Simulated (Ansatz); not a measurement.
# C2H4F2: taking an electron away

The task here is to estimate one member of a computed series from the others.

The runs use Ansatz 0.2.0, Gaussian basis; unrestricted cation, the program's frozen cores in correlated methods.

The runs, in order: UKS PBE-D4/def2-TZVPP; UKS r2SCAN-D4/def2-TZVPP; UKS PBE0-D4/def2-TZVPP; UKS B3LYP-D4/def2-TZVPP; UKS wB97X-V/def2-TZVPP; UKS wB97M-V/def2-TZVPP; UKS B2PLYP/def2-TZVPP; UHF-CCSD(T)/def2-TZVPP; UHF-CCSD(T)/def2-QZVPP; extrapolation to the limit; then −ε(HOMO) from the neutral's earlier runs with LDA (SPW92), PBE-D4, revPBE-D4, BLYP-D4, r2SCAN-D4, B97M-V, PBE0-D4, B3LYP-D4, r2SCANh-D4, r2SCAN0-D4, HSE06-D4, BHLYP-D4, CAM-B3LYP-D4, LC-ωPBE, ωB97X-V, ωB97M-V.

**The relaxed structure**

The geometry comes from an earlier relaxation with PBE0-D4 in a triple-zeta def2 set; it is a stationary point, not always the lowest conformer.

SMILES `CC(F)F`, 8 atoms, charge 0, spin multiplicity 1.

Atoms are counted from 1 here; the program's logs count them from 0.

Bond lengths: C1–C2 1.497 Å, C1–H5 1.091 Å, C1–H6 1.091 Å, C1–H7 1.091 Å, C2–F3 1.361 Å, C2–F4 1.361 Å, C2–H8 1.095 Å. Angles: C2–C1–H5 109.4°, C2–C1–H6 109.9°, C2–C1–H7 109.9°, H5–C1–H6 109.3°, H5–C1–H7 109.3°, H6–C1–H7 109.1°, C1–C2–F3 110.3°, C1–C2–F4 110.3°, C1–C2–H8 114.0°, F3–C2–F4 107.0°, F3–C2–H8 107.5°, F4–C2–H8 107.5°.

The first run:

Contents of in.yaml:

```yaml
crystal:
  periodic: [false, false, false]
  atoms:
    - {symbol: C, position_ang: [0.003323, 0.777632, 0.023346]}
    - {symbol: C, position_ang: [-0.052017, -0.718202, -0.008238]}
    - {symbol: F, position_ang: [0.925473, -1.243449, 0.779120]}
    - {symbol: F, position_ang: [0.168244, -1.172106, -1.271873]}
    - {symbol: H, position_ang: [0.981400, 1.111911, -0.325444]}
    - {symbol: H, position_ang: [-0.157185, 1.132809, 1.041837]}
    - {symbol: H, position_ang: [-0.771006, 1.190629, -0.624024]}
    - {symbol: H, position_ang: [-1.006132, -1.136422, 0.329475]}
basis:
  gaussian: {orbitals: def2-TZVPP}
total_charge: 1
magnetization: {spin_polarized: true, initial_magnetization: 1}
hamiltonian: {xc: pbe, dispersion: d4}
```

Run with:

```sh
$ ansatz run in.yaml --threads 2 --pin off --events-out ev --progress --plain --max-ram 32768MiB --backend cpu
```

Steps of the session up to this table: Cation, UKS PBE-D4/def2-TZVPP; Cation, UKS r2SCAN-D4/def2-TZVPP; Cation, UKS PBE0-D4/def2-TZVPP; Cation, UKS B3LYP-D4/def2-TZVPP; Cation, UKS wB97X-V/def2-TZVPP; Cation, UKS wB97M-V/def2-TZVPP; Cation, UKS B2PLYP (frozen core)/def2-TZVPP; Cation, UHF-CCSD(T)/def2-TZVPP; Cation, UHF-CCSD(T)/def2-QZVPP.

One table of the session follows, with a row left open; its other results are not shown here.

It belongs to the step «Ionisation energies side by side». For comparison, −ε(HOMO) of the neutral from earlier runs:

| functional | −ε(HOMO) (eV) |
| --- | --- |
| LDA (SPW92) | ? |
| PBE-D4 | 7.87 |
| revPBE-D4 | 7.81 |
| BLYP-D4 | 7.85 |
| r2SCAN-D4 | 8.26 |
| B97M-V | 8.44 |
| PBE0-D4 | 9.65 |
| B3LYP-D4 | 9.44 |
| r2SCANh-D4 | 8.93 |
| r2SCAN0-D4 | 9.92 |
| HSE06-D4 | 9.24 |
| BHLYP-D4 | 11.41 |
| CAM-B3LYP-D4 | 11.20 |
| LC-ωPBE | 12.48 |
| ωB97X-V | 12.17 |
| ωB97M-V | 12.08 |

Estimate the missing values for LDA (SPW92).

As computed: −ε(HOMO) (eV): 8.01. In the column «−ε(HOMO) (eV)» it lies between PBE-D4 (7.87) and r2SCAN-D4 (8.26).
